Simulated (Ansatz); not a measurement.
Naphthalene C10H8

Level of theory: PBE0-D4 (plane waves, PAW; Ansatz, an electronic-structure program).

Cell: relaxed with PBE-D4: a = 7.8567 Å, b = 5.9238 Å, c = 8.0975 Å, α = γ = 90.00°, β = 114.24°.

For naphthalene C10H8, the lattice energy comes out as 79 kJ/mol.

Computed values are for the static lattice.

The result took very roughly 29 core-minutes.
